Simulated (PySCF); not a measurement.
`C1CCC1`, C4H8

Cartesian coordinates in Å; atom numbers follow the order of the lines, from 1:
```xyz
12

C     0.309    0.880   -0.554
C     1.039   -0.278    0.152
C    -0.311   -0.699    0.765
C    -1.015    0.123   -0.332
H     0.348    1.805    0.044
H     0.600    1.125   -1.587
H     1.403   -1.025   -0.571
H     1.866   -0.031    0.837
H    -0.538   -1.774    0.834
H    -0.458   -0.251    1.760
H    -1.272   -0.502   -1.202
H    -1.907    0.706   -0.053
```

Method: GIAO B3LYP/def2-TZVP magnetisability, rotational g tensor and spin-rotation constants, non-relativistic, gas phase in PySCF 2.14.0. Geometry: PBE0-D3(BJ)/def2-SVP.

Task: How diamagnetic is it, and how anisotropic?

Result: Isotropic -726 × 10⁻³⁰ J/T², or -43.7 × 10⁻⁶ cm³/mol; principal values -805, -805, -568 × 10⁻³⁰ J/T², anisotropy 237 × 10⁻³⁰ J/T² (root of half the summed squared differences of the principal values). The susceptibility is in cgs units.

Task: Split it along the inertial axes a, b, c into diamagnetic and paramagnetic parts about the centre of mass, with the quadrupole moment.

Result: 
| axis | χ (10⁻⁶ cm³/mol) | diamagnetic (10⁻⁶ cm³/mol) | paramagnetic (10⁻⁶ cm³/mol) | summed x² of all electrons (Å²) | quadrupole Θ (D Å) |
| --- | --- | --- | --- | --- | --- |
| a | -48.5 | -185.7 | 137.2 | 31.3 | -0.79 |
| b | -48.5 | -185.7 | 137.2 | 31.3 | -0.79 |
| c | -34.2 | -265.7 | 231.5 | 12.5 | +1.59 |

Anisotropies 2χaa − χbb − χcc = -14.3 and 2χbb − χaa − χcc = -14.3 × 10⁻⁶ cm³/mol. Θ is traceless in Buckingham's convention.

Task: And the rotational g tensor?

Result: 
```tsv
axis	rotational constant (GHz)	g	nuclear part	electronic part
a	10.7608	+0.0049	0.6985	-0.6936
b	10.7604	+0.0049	0.6985	-0.6935
c	6.3975	-0.0442	0.6516	-0.6957
```
Oblate top; isotopes 12C, 1H; no vibrational averaging.
